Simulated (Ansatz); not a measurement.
Rhombohedral A7 As was calculated with rVV10 (Ansatz, a quantum-chemistry and plane-wave program, PAW).

Settings: plane-wave cutoff 520 eV, 18×18×18 k mesh, Fermi–Dirac smearing 0.05 eV, scalar-relativistic PAW data made under PBE.

Cell (relaxed at this level):

```cif
data_As2
_chemical_formula_sum 'As2'
_space_group_name_H-M_alt 'P 1'
_space_group_IT_number 1
_cell_length_a 4.35020
_cell_length_b 4.35020
_cell_length_c 4.35020
_cell_angle_alpha 52.330
_cell_angle_beta 52.330
_cell_angle_gamma 52.330
loop_
_space_group_symop_operation_xyz
  'x, y, z'
loop_
_atom_site_label
_atom_site_type_symbol
_atom_site_fract_x
_atom_site_fract_y
_atom_site_fract_z
_atom_site_occupancy
As1 As 0.22467 0.22467 0.22467 1
As2 As 0.77533 0.77533 0.77533 1
```

Question: Predict the bulk modulus.

Answer: 
bulk modulus: 30.2 GPa

The run finds no gap.

Measured, for comparison: bulk modulus 40.8 GPa (copied from a table, unchecked, extrapolated to 0 K and zero-point effects removed; as tabulated in Lejaeghere et al. (2013), arXiv:1204.2733). Computed (rounded) less measured: bulk modulus not scored (unchecked).

Note: the cell is over a tenth larger than the published one: the level's own overestimate first of all, though another phase or state, or a fault of the published cell, is possible; the bulk modulus comes from volumes at which shape and atoms were relaxed.

The computed numbers hold no vibrational or temperature effects.

Cost on a shared machine: around 7 core-minutes (rough).
